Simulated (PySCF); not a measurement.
Compound: C3H4F2O.
SMILES with atom numbers: `[F:1]/[CH:2]=[CH:3]/[O:4][CH2:5][F:6]` (hydrogens: H7 on C2; H8 on C3; H9, H10 on C5)

The same species was optimised twice, with GFN2-xTB and with PBE0-D3(BJ)/def2-SVP (PySCF), and the same property calculations (PySCF, gas phase) were run on both structures.

```json
{"coordinate": "F1–C2 (Å)", "GFN2-xTB": "1.347", "PBE0-D3(BJ)/def2-SVP": "1.334", "change": "-0.013"}
{"coordinate": "C2=C3 (Å)", "GFN2-xTB": "1.325", "PBE0-D3(BJ)/def2-SVP": "1.337", "change": "+0.012"}
{"coordinate": "C5–F6 (Å)", "GFN2-xTB": "1.350", "PBE0-D3(BJ)/def2-SVP": "1.341", "change": "-0.009"}
{"coordinate": "O4–C5 (Å)", "GFN2-xTB": "1.392", "PBE0-D3(BJ)/def2-SVP": "1.386", "change": "-0.006"}
{"coordinate": "C3–O4 (Å)", "GFN2-xTB": "1.352", "PBE0-D3(BJ)/def2-SVP": "1.346", "change": "-0.006"}
{"coordinate": "C2–C3–O4 (°)", "GFN2-xTB": "127.6", "PBE0-D3(BJ)/def2-SVP": "126.8", "change": "-0.8"}
{"coordinate": "C3–O4–C5 (°)", "GFN2-xTB": "117.7", "PBE0-D3(BJ)/def2-SVP": "117.2", "change": "-0.5"}
{"coordinate": "F1–C2–C3 (°)", "GFN2-xTB": "119.3", "PBE0-D3(BJ)/def2-SVP": "119.8", "change": "+0.5"}
{"coordinate": "O4–C5–F6 (°)", "GFN2-xTB": "106.7", "PBE0-D3(BJ)/def2-SVP": "107.2", "change": "+0.5"}
{"coordinate": "C2–C3–O4–C5 (°)", "GFN2-xTB": "0", "PBE0-D3(BJ)/def2-SVP": "1", "change": "+1"}
{"coordinate": "C3–O4–C5–F6 (°)", "GFN2-xTB": "180", "PBE0-D3(BJ)/def2-SVP": "178", "change": "-2"}
```

Rotational constants: A = 17223, B = 1440, C = 1340 MHz (GFN2-xTB) against A = 16744, B = 1463, C = 1357 MHz (PBE0-D3(BJ)/def2-SVP). Atoms that the bonding makes alike are paired by their places after alignment.

On the GFN2-xTB structure: lowest triplet, Tamm–Dancoff (eV) 4.33 [CAM-B3LYP/def2-SVPD]; isotropic polarisability (au) 44.0 [CAM-B3LYP/def2-SVPD]; HOMO (eV) -8.59 [CAM-B3LYP/def2-SVPD]; LUMO (eV) 1.15 [CAM-B3LYP/def2-SVPD]; dipole (D) 1.38 [CAM-B3LYP/def2-SVPD].

**Question.** What do these properties become on the PBE0-D3(BJ)/def2-SVP structure?

**Answer.** 
```json
{"property": "lowest triplet, Tamm–Dancoff (eV)", "level": "CAM-B3LYP/def2-SVPD", "on GFN2-xTB": "4.33", "on PBE0-D3(BJ)/def2-SVP": "4.23", "change": "-0.10"}
{"property": "isotropic polarisability (au)", "level": "CAM-B3LYP/def2-SVPD", "on GFN2-xTB": "44.0", "on PBE0-D3(BJ)/def2-SVP": "44.1", "change": "+0.1"}
{"property": "HOMO (eV)", "level": "CAM-B3LYP/def2-SVPD", "on GFN2-xTB": "-8.59", "on PBE0-D3(BJ)/def2-SVP": "-8.50", "change": "+0.09"}
{"property": "LUMO (eV)", "level": "CAM-B3LYP/def2-SVPD", "on GFN2-xTB": "1.15", "on PBE0-D3(BJ)/def2-SVP": "1.16", "change": "+0.01"}
{"property": "dipole (D)", "level": "CAM-B3LYP/def2-SVPD", "on GFN2-xTB": "1.38", "on PBE0-D3(BJ)/def2-SVP": "1.29", "change": "-0.09"}
{"property": "energy, GFN2-xTB geometry as zero (kcal/mol)", "level": "CAM-B3LYP/def2-SVPD", "on GFN2-xTB": "0.0", "on PBE0-D3(BJ)/def2-SVP": "-0.1", "change": "-0.1"}
```

The heavy atoms differ by 0.026 Å rms after alignment. Among bonds between heavy atoms F1–C2 and C2=C3 change most and about equally (-0.013 to +0.012 Å). Changes are differences of the printed values. Neither structure is proved a minimum here.

Conformer computed: `[F:1]/[CH:2]=[CH:3]/[O:4][CH2:5][F:6]`: C2–C3–O4–C5 1°, C3–O4–C5–F6 178°.
